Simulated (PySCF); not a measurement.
# Atomic charges by several schemes

Compound: 3-methylisoxazole, C₄H₅NO.
Atom-mapped SMILES: `[CH3:1][c:2]1[cH:3][cH:4][o:5][n:6]1` (hydrogens: H7, H8, H9 on C1; H10 on C3; H11 on C4)

Structure used (PBE0-D3(BJ)/def2-TZVP), in Å, numbered top down from 1:
```
atom  x, y, z in Å
C1    -1.4959   -0.0833    0.8308
C2    -0.2352   -0.2265    0.0593
C3     0.7789    0.7431   -0.1738
C4     1.6779    0.0794   -0.9319
O5     1.2686   -1.1697   -1.1484
N6     0.0602   -1.3589   -0.5192
H7    -1.2940    0.2832    1.8394
H8    -2.1664    0.6308    0.3468
H9    -2.0025   -1.0452    0.8993
H10    0.8217    1.7625    0.1710
H11    2.6219    0.3545   -1.3759
```

Density: PBE0/pcSseg-2 (PySCF); schemes: Mulliken, IAO, Hirshfeld and ESP-fitted. Isolated species at its PBE0-D3(BJ)/def2-TZVP geometry, gas phase.

Task: Which atoms carry the lowest charge in the Mulliken, IAO, Hirshfeld and ESP-fitted schemes?

Result: The schemes don't all agree: Mulliken C3 (-0.271); IAO C1 (-0.447); Hirshfeld N6 (-0.121); ESP-fitted C1 (-0.687).

Task: For which atoms does the sign change between the 4 schemes (beyond +0.03 e in one, beyond −0.03 e in another)?

Result: For none.

Task: What partial charge does each atom carry?

Result: In e:

```tsv
atom	environment	Mulliken	IAO	Hirshfeld	ESP-fitted
C1	benzylic-type carbon	-0.033	-0.447	-0.119	-0.687
C2	substituted aromatic carbon	+0.203	+0.123	+0.042	+0.757
C3	aromatic CH carbon	-0.271	-0.271	-0.098	-0.611
C4	aromatic CH next to a ring oxygen	+0.221	+0.047	+0.025	+0.139
O5	ring oxygen	-0.202	-0.153	-0.042	-0.063
N6	pyridine-type nitrogen	-0.150	-0.154	-0.121	-0.459
H7	methyl hydrogen	+0.041	+0.162	+0.056	+0.179
H8	methyl hydrogen	+0.046	+0.164	+0.056	+0.182
H9	methyl hydrogen	+0.055	+0.173	+0.058	+0.188
H10	aromatic hydrogen	+0.036	+0.174	+0.065	+0.240
H11	aromatic hydrogen	+0.053	+0.182	+0.077	+0.136
```

Mean size of the charges over all atoms: ESP-fitted 0.331 e, IAO 0.187 e, Mulliken 0.119 e, Hirshfeld 0.069 e. Each set sums to the total charge, 0, to within 0.001 e. The Hirshfeld scheme weights the molecular density at each point by an atom's share of the summed free-atom densities. The Mulliken scheme gives each basis function's population to the atom it is centred on and halves the overlap population of two atoms between them.

Task: How many electrons does the IAO scheme count on C2?

Result: Z − q = 6 − (+0.123) = 5.877.

Task: Sum the charges by element, for elements with more than one atom.

Result: 
```json
{"element": "C", "atoms": "4", "Mulliken": "+0.120", "IAO": "-0.549", "Hirshfeld": "-0.149", "ESP-fitted": "-0.403"}
{"element": "H", "atoms": "5", "Mulliken": "+0.231", "IAO": "+0.856", "Hirshfeld": "+0.312", "ESP-fitted": "+0.925"}
```

These values come from a run that also computed NMR shieldings. Time: 46 s; peak memory 1.1 GiB. Hardware: an Arm Neoverse V1 with one thread (shared host).
